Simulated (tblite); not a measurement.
CH5FSi.
Atom-mapped SMILES: `[F:1][CH2:2][SiH3:3]` (hydrogens: H4, H5 on C2; H6, H7, H8 on Si3)

Computed with GFN2-xTB (tblite), gas phase: Langevin dynamics at 300 K from the optimised GFN2-xTB geometry, time step 0.5 fs, friction 0.01 fs⁻¹, 2000 steps. The instantaneous temperature is 2·E(kin)/(3Nk) with all 3N coordinates.

```json
{"t (fs)": "0", "T (K)": "234", "E(pot) above start (eV)": "0.000", "F1–C2 (Å)": "1.382", "C2–Si3 (Å)": "1.917", "C2–H4 (Å)": "1.093"}
{"t (fs)": "50", "T (K)": "135", "E(pot) above start (eV)": "0.302", "F1–C2 (Å)": "1.375", "C2–Si3 (Å)": "1.908", "C2–H4 (Å)": "1.105"}
{"t (fs)": "100", "T (K)": "186", "E(pot) above start (eV)": "0.196", "F1–C2 (Å)": "1.378", "C2–Si3 (Å)": "1.896", "C2–H4 (Å)": "1.065"}
{"t (fs)": "150", "T (K)": "245", "E(pot) above start (eV)": "0.187", "F1–C2 (Å)": "1.380", "C2–Si3 (Å)": "1.894", "C2–H4 (Å)": "1.101"}
{"t (fs)": "200", "T (K)": "243", "E(pot) above start (eV)": "0.213", "F1–C2 (Å)": "1.378", "C2–Si3 (Å)": "1.949", "C2–H4 (Å)": "1.141"}
{"t (fs)": "250", "T (K)": "138", "E(pot) above start (eV)": "0.288", "F1–C2 (Å)": "1.415", "C2–Si3 (Å)": "1.951", "C2–H4 (Å)": "1.046"}
{"t (fs)": "300", "T (K)": "217", "E(pot) above start (eV)": "0.187", "F1–C2 (Å)": "1.394", "C2–Si3 (Å)": "1.920", "C2–H4 (Å)": "1.156"}
{"t (fs)": "350", "T (K)": "276", "E(pot) above start (eV)": "0.178", "F1–C2 (Å)": "1.370", "C2–Si3 (Å)": "1.888", "C2–H4 (Å)": "1.096"}
{"t (fs)": "400", "T (K)": "291", "E(pot) above start (eV)": "0.266", "F1–C2 (Å)": "1.395", "C2–Si3 (Å)": "1.931", "C2–H4 (Å)": "1.091"}
{"t (fs)": "450", "T (K)": "399", "E(pot) above start (eV)": "0.139", "F1–C2 (Å)": "1.401", "C2–Si3 (Å)": "1.915", "C2–H4 (Å)": "1.110"}
{"t (fs)": "500", "T (K)": "340", "E(pot) above start (eV)": "0.209", "F1–C2 (Å)": "1.381", "C2–Si3 (Å)": "1.949", "C2–H4 (Å)": "1.110"}
{"t (fs)": "550", "T (K)": "216", "E(pot) above start (eV)": "0.208", "F1–C2 (Å)": "1.361", "C2–Si3 (Å)": "1.981", "C2–H4 (Å)": "1.096"}
{"t (fs)": "600", "T (K)": "349", "E(pot) above start (eV)": "0.149", "F1–C2 (Å)": "1.412", "C2–Si3 (Å)": "1.946", "C2–H4 (Å)": "1.086"}
{"t (fs)": "650", "T (K)": "298", "E(pot) above start (eV)": "0.360", "F1–C2 (Å)": "1.361", "C2–Si3 (Å)": "1.958", "C2–H4 (Å)": "1.126"}
{"t (fs)": "700", "T (K)": "369", "E(pot) above start (eV)": "0.292", "F1–C2 (Å)": "1.470", "C2–Si3 (Å)": "1.935", "C2–H4 (Å)": "1.132"}
{"t (fs)": "750", "T (K)": "306", "E(pot) above start (eV)": "0.211", "F1–C2 (Å)": "1.335", "C2–Si3 (Å)": "1.985", "C2–H4 (Å)": "1.094"}
{"t (fs)": "800", "T (K)": "190", "E(pot) above start (eV)": "0.277", "F1–C2 (Å)": "1.443", "C2–Si3 (Å)": "1.923", "C2–H4 (Å)": "1.080"}
{"t (fs)": "850", "T (K)": "384", "E(pot) above start (eV)": "0.162", "F1–C2 (Å)": "1.342", "C2–Si3 (Å)": "1.896", "C2–H4 (Å)": "1.087"}
{"t (fs)": "900", "T (K)": "371", "E(pot) above start (eV)": "0.180", "F1–C2 (Å)": "1.425", "C2–Si3 (Å)": "1.861", "C2–H4 (Å)": "1.113"}
{"t (fs)": "950", "T (K)": "180", "E(pot) above start (eV)": "0.369", "F1–C2 (Å)": "1.355", "C2–Si3 (Å)": "1.857", "C2–H4 (Å)": "1.064"}
{"t (fs)": "1000", "T (K)": "440", "E(pot) above start (eV)": "0.228", "F1–C2 (Å)": "1.427", "C2–Si3 (Å)": "1.858", "C2–H4 (Å)": "1.070"}
```

**Question.** From 500 fs on, how do temperature and potential energy compare with equipartition?

**Answer.** The mean temperature of these 11 frames is 313 K against the target 300 K, and the mean potential energy 0.24 eV against 18 × kT/2 = 0.23 eV for 18 classical harmonic modes. For 8 atoms in a canonical ensemble the temperature itself scatters by T·√(2/(3N)) = 87 K; here its standard deviation is 81 K. The whole run lasts only 10 friction times of 100 fs, so these averages carry a wide statistical error.

**Question.** What are the kinetic and total energies of the listed frame with the highest potential energy?

**Answer.** The one at 950 fs, 0.369 eV above the start. Its kinetic energy is 3NkT/2 = 0.186 eV at 180 K, so the sum is 0.56 eV; over the listed frames the sum runs from 0.24 to 0.68 eV, since the thermostat adds and removes energy.

**Question.** How much do the listed bonds fluctuate from 500 fs on?

**Answer.** 
```tsv
bond	at the start (Å)	mean (Å)	standard deviation (Å)
F1–C2	1.382	1.392	0.043
C2–Si3	1.917	1.923	0.046
C2–H4	1.093	1.096	0.021
```

The motion is classical and holds no zero-point motion.

What follows is the cost of the whole dynamics run. Time: 3.5 s of wall time; peak memory 0.24 GiB. Hardware: an Arm Neoverse V2 with one thread, no GPU, shared host.
